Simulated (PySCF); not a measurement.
Method used: core-valence-separated Tamm–Dancoff BHandHLYP/aug-pcX-1 (pcseg-1 on H) in PySCF, non-relativistic, gas phase, PBE0-D3(BJ)/def2-SVP geometry. Absolute energies from this functional tend to lie a few eV below measured edges; no shift was applied.

Main lines of an unknown, eV (oscillator strength): C K: 282.9 (0.067), 285.4 (0.007), 285.5 (0.015), 286.0 (0.034), 286.0 (0.027); N K: 396.1 (0.061), 401.7 (0.010). Listed: the first five lines at most of each edge with a tenth or more of its strongest line's intensity; roots within 0.03 eV on the same or equivalent atoms are summed. Only the lowest roots were sought, and the top ones are left out.

Question: Which candidate gives them?
A. `[C-]#[N+]C(C)(C)C`
B. `C[C@H]1C=NCC1`
C. `N[C@H](CC#C)C`

Answer: B. 

- `C[C@H]1C=NCC1`: C K: 282.9 (0.067), 285.4 (0.007), 285.5 (0.015), 286.0 (0.034), 286.0 (0.027); N K: 396.1 (0.061), 401.7 (0.010). First C line listed at 282.9 eV, hole on the imine carbon (1s→π*); first N line listed at 396.1 eV, hole on the imine nitrogen.
- `C#CC[C@H](C)N`: C K: 283.6 (0.070), 283.7 (0.048), 283.8 (0.114), 286.0 (0.029), 286.1 (0.023); N K: 399.3 (0.015), 400.4 (0.031), 401.0 (0.007), 401.7 (0.007), 401.8 (0.005). First C line listed at 283.6 eV, hole on the terminal alkyne carbon (1s→π*); first N line listed at 399.3 eV, hole on the primary amine nitrogen.
- `[C-]#[N+]C(C)(C)C`: C K: 283.2 (0.160), 285.7 (0.043), 286.3 (0.088), 286.5 (0.096), 286.8 (0.031); N K: 398.6 (0.096). First C line listed at 283.2 eV, hole on the isocyanide carbon (1s→π*); first N line listed at 398.6 eV, hole on the isocyanide nitrogen (1s→π*).

One conformer each; other structures than these candidates weren't tested.
